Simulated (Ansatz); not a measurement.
The cluster O₃⁻, relaxed as a doublet with UKS PBE-D4/def2-TZVPD in Ansatz, starting from the PBE-D4/def2-TZVP geometry of the neutral singlet. Force threshold 0.02 eV/Å.

The structure holds 2 bonds between oxygen atoms, so isomers without such links may lie far lower. The highest occupied level of the relaxed charge -1 doublet lies above zero (up to 1.47 eV). Its loss leaves the charge 0 singlet, which lies 2.22 eV higher (each at its own geometry, at PBE-D4/def2-TZVPD), but this difference is unsure: the singlet is doubtful (restricted singlet, unstable towards broken spin symmetry at other levels and untested here). The structure comes from a short search, and lower isomers may exist.

Start:

Cartesian coordinates in Å:
```
O -0.155 -1.078 0.239
O 0.227 -0.027 -0.371
O -0.071 1.104 0.132
```

```csv
step,energy (eV),largest force component (eV/Å),SCF passes
1,-6133.3287,3.977,28
2,-6133.6064,1.697,32
3,-6133.6827,0.276,33
4 (rejected),-6133.6811,0.312,34
5,-6133.6852,0.009,34
```

Force components are those of the run's own axes.

End:

```xyz
3

O    -0.1706   -1.1377    0.2630
O     0.2526   -0.0300   -0.4127
O    -0.0820    1.1677    0.1497
```

By distances, no bond broke or formed. The bond that changes most is O2–O3, from 1.27 to 1.36 Å (atoms count from 1).

No frequencies were taken in this run, so the end may be a saddle point.

Run time 5.5 s (2 threads of Intel Xeon 6975P-C on a shared host).
